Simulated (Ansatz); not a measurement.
## A basis-limit estimate, worked out

An elementary step of CH$_{5}$BO, closed shell (CH₅BO ([CH3][BH][OH]) → CH₃B ([BH][CH2]) + H₂O (still joined by a long B–O bond); bonds formed: O2–H4; bonds broken: C3–H4; bonds weakened to dative contacts: B1–O2). “Start” is the structure reached by relaxing down from the saddle towards the reactants; PBE0-D4/def2-TZVP structures. The saddle:

```xyz
8
angstrom
B -0.6776 -0.1475 -0.2740
O 0.3151 -1.3610 -0.2443
C 0.0849 0.9795 0.2092
H 0.8259 -0.3027 -0.3379
H -1.6690 -0.3234 -0.9036
H 0.4203 -1.7595 0.6286
H -0.1643 2.0036 -0.0480
H 0.8646 0.9108 0.9701
```

Ansatz 0.2.0; basis: def2-TZVPP and def2-QZVPP; cores frozen in the correlated methods.

Energies in eV:

| quantity | saddle | start |
| --- | --- | --- |
| Hartree–Fock, triple zeta (X = 3) | -3817.34290 | -3821.56588 |
| Hartree–Fock, quadruple zeta (X = 4) | -3817.52735 | -3821.75672 |
| MP2 correlation, X = 3 | -14.97672 | -14.26382 |
| MP2 correlation, X = 4 | -16.00544 | -15.28365 |
| CCSD(T) correlation, X = 3 | -16.19376 | -15.53469 |

(1) Work out the barrier at the basis limit: extrapolate Hartree–Fock as E(X) = E∞ + A exp(−7.88 √X) and the MP2 correlation as E(X) = E∞ + B X^−2.97 (the exponents that Neese and Valeev fitted for def2-TZVPP and QZVPP), then add CCSD(T) − MP2 in triple zeta.

T1 diagnostic: at most 0.013.

Answers

(1) Each step is linear, so take the differences first (saddle − start): Hartree–Fock 4.22298 (X = 3) and 4.22937 (X = 4); MP2 correlation -0.71290 and -0.72179; CCSD(T) correlation -0.65907.
Two points give E∞ = E(4) + w [E(4) − E(3)], with w = 1/(exp(7.88 (2 − √3)) − 1) = 0.1377 for Hartree–Fock and w = 1/((4/3)^2.97 − 1) = 0.7407 for the correlation.
Hartree–Fock: 4.22937 + 0.1377 × 0.00639 = 4.2302 eV.
MP2 correlation: -0.72179 + 0.7407 × (-0.00889) = -0.7284 eV.
CCSD(T) − MP2: -0.65907 − (-0.71290) = 0.0538 eV.
Sum: 4.2302 + (-0.7284) + 0.0538 = 3.5556 eV, or 81.99 kcal/mol. Plain CCSD(T) in triple zeta gives 3.5639 eV, so the larger basis shifts the result by -0.0083 eV.

Labels in which every atom is bracketed show which atoms are joined, not bond orders.

For scale, one of the runs: CCSD(T)/def2-TZVPP, 163 basis functions, launched by `ansatz run in.yaml --threads 2 --pin off --events-out ev --progress --plain --max-ram 4352MiB`. Time: 23 s of wall clock on 2 CPU threads of an Arm Neoverse V1; the host was shared. Peak host memory: 1.3 GiB.
